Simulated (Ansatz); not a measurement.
# CH4Si, SMILES C[SiH]: a composite energy at a relaxed geometry

With Ansatz 0.2.0, Python API.

Run as a notebook:

**Cell 1**
```python
import itertools
import warnings

import ansatz
from ase.data import atomic_numbers, covalent_radii
import numpy as np
```

**Cell 2**
```python
GEOMETRY = """
C    -0.14285   -0.38469   -0.43893
Si    0.76864    0.34350    1.06294
H    -1.19993   -0.51693   -0.21789
H     0.26747   -1.35059   -0.71579
H    -0.05776    0.27762   -1.29798
H     0.36443    1.63110    1.60766
"""
```

**Cell 3**
```python
warnings.simplefilter("ignore", ansatz.DeckWarning)

system = ansatz.Crystal.molecule()
for line in GEOMETRY.strip().splitlines():
    symbol, *xyz = line.split()
    system = system.atom(symbol, [float(v) for v in xyz])
```

**Cell 4**
```python
base = system.calculation()
base = base.basis(gaussian="def2-SVP")
base = base.functional("r2scan")
symbols = [site.symbol for site in system.cartesian_sites]
start = np.array([site.position_ang for site in system.cartesian_sites], dtype=float)
rep = base.relax(force_tolerance=0.01).run().report
end = np.array(rep["positions_ang"])
# pairs closer than 1.2 times the sum of covalent radii, before or after
radius = [covalent_radii[atomic_numbers[s]] for s in symbols]
span = lambda where, i, j: np.linalg.norm(where[i] - where[j])
bonded = [(i, j) for i, j in itertools.combinations(range(len(symbols)), 2) if min(span(start, i, j), span(end, i, j)) < 1.2 * (radius[i] + radius[j])]
print("pair        before    after (A)")
for i, j in bonded:
    print(f"{symbols[i]}{i}-{symbols[j]}{j}".ljust(10), f"{span(start, i, j):8.4f} {span(end, i, j):8.4f}")
```
Output:
```text
pair        before    after (A)
C0-Si1       1.9018   1.9027
C0-H2        1.0880   1.1068
C0-H3        1.0853   1.1002
C0-H4        1.0881   1.1070
Si1-H5       1.4553   1.5384
```

**Cell 5**
```python
minimum = ansatz.Crystal.molecule()
for symbol, place in zip(symbols, end):
    minimum = minimum.atom(symbol, place.tolist())
at_minimum = minimum.calculation()
# MP2 extrapolated to the basis limit, plus the small-basis difference CCSD(T) - MP2
level = lambda method, basis: at_minimum.basis(gaussian=basis).correlation(method).run().report
small, large, cluster = level("mp2", "cc-pVDZ"), level("mp2", "cc-pVTZ"), level("ccsd_t", "cc-pVDZ")
corr = lambda each: (each["free_energy_ev"] - each["reference_energy_ev"]) / 27.211386246
mp2_limit = (27 * corr(large) - 8 * corr(small)) / 19
pieces = {"HF / cc-pVTZ": large["reference_energy_ev"] / 27.211386246, "MP2 correlation, DZ-TZ limit": mp2_limit, "CCSD(T) - MP2 / cc-pVDZ": corr(cluster) - corr(small)}
for name, value in pieces.items():
    print(f"{name:32s} {value:14.6f} Ha")
print(f"{'sum':32s} {sum(pieces.values()):14.6f} Ha")
print("T1 diagnostic", round(cluster["correlation"]["coupled_cluster"]["t1_diagnostic"], 4))
```
Output:
```text
HF / cc-pVTZ                        -329.091028 Ha
MP2 correlation, DZ-TZ limit          -0.308868 Ha
CCSD(T) - MP2 / cc-pVDZ               -0.047019 Ha
sum                                 -329.446916 Ha
T1 diagnostic 0.0117
```

Reading the output:
- Total energies depend on the basis set; only differences at equal settings carry meaning.
- The sum leaves out core correlation, relativity, the Hartree-Fock basis error and zero-point energy; a DZ-TZ extrapolation is rough.
- Inner cores stay frozen, so this is valence correlation.
- For Al to Cl the sets with a tight d function, cc-pV(X+d)Z, are usual.
- An extrapolation from small basis sets is rough.
- Finished in 28 s on 1 thread of Arm Neoverse N1, on a shared host, peak memory 0.23 GiB.
